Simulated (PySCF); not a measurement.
How exact exchange moves a shielding

Molecule: SMILES [SiH3]S, H4SSi.

Geometry:
| atom | x (Å) | y (Å) | z (Å) |
| --- | --- | --- | --- |
| Si1 | -0.527 | 0.002 | 0.001 |
| S2 | 1.446 | 0.823 | -0.223 |
| H3 | -0.737 | -0.571 | 1.365 |
| H4 | -1.448 | 1.154 | -0.209 |
| H5 | -0.812 | -1.061 | -1.008 |
| H6 | 2.085 | -0.341 | 0.031 |

GIAO shieldings (ppm, equivalent atoms averaged) in PySCF 2.14.0 with density-fitted response routines on the PBE0-D3(BJ)/def2-SVP geometry, basis pcSseg-2, gas phase, non-relativistic:

| functional | exact exchange (%) | σ(Si1) |
| --- | --- | --- |
| BLYP | 0 | 369.8 |
| BP86 | 0 | 380.3 |
| PBE | 0 | 382.6 |
| B3LYP | 20 | 382.4 |
| PBE0 | 25 | 397.7 |
| mPW1PW91 | 25 | 395.7 |
| HF | 100 | 435.9 |

(1) Fit each shielding as a line in the percentage of exact exchange.

(2) What does the line predict for BHandHLYP (50 %), and what does the run give?

Results:

(1) σ(Si1) = 377.8 + 0.59 x (rms 5.1 ppm). The functionals also differ in their semilocal parts, which the line can't hold; Hartree–Fock has no correlation at all.

(2) σ(Si1): 407.3 predicted, 401.1 computed ppm.
